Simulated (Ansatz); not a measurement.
Born–Oppenheimer molecular dynamics of CH₆BS (9 atoms, charge 1, multiplicity 1). It starts from a relaxed structure.

All numbers below come from RKS r2SCANh-D4/6-31G in Ansatz.

```
ensemble                      : NVE (Milne-controlled integrator)
time step                     : 0.5 fs
steps asked                   : 100
starting velocities drawn for : 100 K
seed                          : 385002
```

First frame:

```xyz
9
Properties=species:S:1:pos:R:3
B -1.124 0.699 -1.149
S -0.665 0.114 0.591
C 1.001 -0.800 0.600
H -1.726 1.713 -1.196
H -0.835 -0.056 -2.008
H -0.452 1.235 1.346
H 0.868 -1.646 -0.071
H 1.783 -0.125 0.263
H 1.151 -1.135 1.624
```

Q: How far do the bonds stretch over the last three quarters of this one trajectory? (Pairs bonded in most of those frames.)

A: 
```tsv
bond	mean (Å)	spread (Å)	shortest	longest
B1–S2	1.884	0.011	1.87	1.91
B1–H4	1.181	0.012	1.16	1.20
B1–H5	1.179	0.008	1.16	1.19
S2–C3	1.899	0.009	1.89	1.91
S2–H6	1.369	0.021	1.34	1.40
C3–H7	1.089	0.006	1.08	1.10
C3–H8	1.088	0.003	1.08	1.09
C3–H9	1.089	0.003	1.08	1.09
```

Mean temperature of the second half: 50 K. The conserved energy stayed within 0.0028 meV per atom of its start (net change -0.00033 meV per atom), so the integration is sound. A run of 0.05 ps of so small a system gives no equilibrium averages. Limits of this set-up: no polarisation functions.

Run time: 3.6 min on 1 thread of Arm Neoverse V2 (shared host), peak memory 0.11 GiB.
